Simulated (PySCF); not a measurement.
Breaking a bond: SMILES N#C (CHN). The C1–N3 bond (C1 also carries H; N3 carries nothing else) is varied alone, starting from the PBE0/def2-TZVP optimised geometry. Each curve is given relative to its own lowest point near equilibrium.

```
R / Å      A      B      C      D
-----  -----  -----  -----  -----
0.91   252.0  259.4  243.7  271.0
0.97   124.5  130.3  117.3  139.6
1.04    40.9   44.6   35.9   51.0
1.08    15.9   18.3   12.5   22.9
1.12     3.1    4.2    1.6    6.8
1.15     0.0    0.0    0.0    1.2
1.18     1.4    0.3    2.9    0.0
1.20     4.4    2.6    6.1    1.3
1.26    21.6   17.5   18.6   12.9
1.34    57.3   50.3   39.7   41.2
1.44   106.9  102.3   68.7   87.4
1.55   154.4  164.1   99.0  143.0
1.74   219.1  266.2  138.5  235.4
1.90   259.0  340.0  156.4  303.0
2.04   283.7  393.5  164.1  353.1
2.28   308.4  461.2  169.3  420.8
2.50   319.5  501.1  170.7  465.3
2.84   327.1  538.2  171.3      —
3.11   329.6  556.2  171.4      —
3.47   331.2  572.0  171.5      —
4.02   332.0  586.2  171.6      —
```

Energies in mEh.

Q: Assign the columns to these levels of theory: restricted CAM-B3LYP/6-31G (PySCF); restricted LDA (SVWN5)/6-31G (PySCF 2.14.0); UHF/6-31G (PySCF); unrestricted BHandHLYP/6-31G (PySCF).

A: A is UKS-BHandHLYP; B is RKS-CAM-B3LYP; C is UHF; D is RKS-LDA (SVWN5).

Dashes: no converged value, or the column stops at the first point that the program doubted or that broke a chosen test of continuity, which isn't proof of a fault.

The unrestricted solution behind UHF changes between 1.55 and 1.74 Å, which can leave a kink. The unrestricted determinant behind UHF is spin-contaminated at 1.18 to 4.02 Å (<S²> up to 3.0, against 0.00 for a pure singlet). The restricted form behind RKS-LDA (SVWN5), RKS-CAM-B3LYP keeps the bonding electrons paired and can't separate into open-shell fragments. The unrestricted solution behind UKS-BHandHLYP changes between 1.44 and 1.55 Å and between 1.55 and 1.74 Å, which can leave a kink. The unrestricted determinant behind UKS-BHandHLYP is spin-contaminated at 1.44 to 4.02 Å (<S²> up to 3.0, against 0.00 for a pure singlet). At the longest distance RKS-CAM-B3LYP leaves fractional charges on the fragments, a sign of delocalisation error or of the restricted form.
